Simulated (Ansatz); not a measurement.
We consider bcc Ta, described by revPBE (Ansatz, a program for electronic structure, PAW).

Numerical settings: plane-wave cutoff 520 eV, 28×28×28 k mesh, Fermi–Dirac smearing 0.056 eV (set by the program), scalar-relativistic PAW data made under PBE.

Computed at the level's own relaxed cell.

Hill averages of the elastic tensor: K = 188.7 GPa, G = 62.0 GPa. Volume 18.517 Å³/atom, mean atomic mass 180.948 u.

Problem. Work out the density, the sound velocities of a polycrystal and the elastic Debye temperature, and Pugh's ratio at this level.

Solution. ρ = 1.66054 × 180.948/18.517 = 16.227 g/cm³. v_l = √[(K + 4G/3)/ρ] = 4.089 km/s and v_t = √(G/ρ) = 1.955 km/s. The mean follows from 3/v_m³ = 1/v_l³ + 2/v_t³: v_m = 2.199 km/s. Θ_D = (ħ/k_B) v_m (6π²/V)^(1/3) = 76.38 K Å s/km × 2.199 × 1.4733 Å⁻¹ = 247 K, counting all atoms of the cell. K/G = 3.04, to be set beside Pugh's rough bound of 1.75 between brittle and ductile metals.

Note: shear constants of such metals converge slowly with the k mesh.
